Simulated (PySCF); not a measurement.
# Working out the ionisation energy of S

S [Ne] 3s2 3p4 (3P) → S⁺ [Ne] 3s2 3p3 (4S). All numbers are calculated (PySCF 2.14, scalar relativity by spin-free X2C-1e, in cc-pVTZ-DK (5s4p2d1f, 34 functions)). Frozen: [Ne]. Energies in hartree (1 hartree = 27.21139 eV):

```
            part    S (lower)   S⁺ (upper)
             UHF  -398.590171  -398.251507
CCSD correlation    -0.139456    -0.108787
             (T)    -0.004595    -0.003437
```

Task: What does Hartree-Fock give?

Result: (-398.251507) − (-398.590171) = 0.338664 hartree = 9.216 eV.

Task: What do CCSD and CCSD(T) give?

Result: The CCSD correlation energies differ by 0.030669 hartree = 0.835 eV and the triples by 0.001158 hartree = 0.032 eV, so CCSD gives 10.051 eV and CCSD(T) 10.083 eV.

Measured between the centres of the two terms (NIST): 10.336 eV, so CCSD(T) (valence) is off by -0.253 eV.

What remains against the reference includes basis incompleteness, the frozen core and higher excitations.
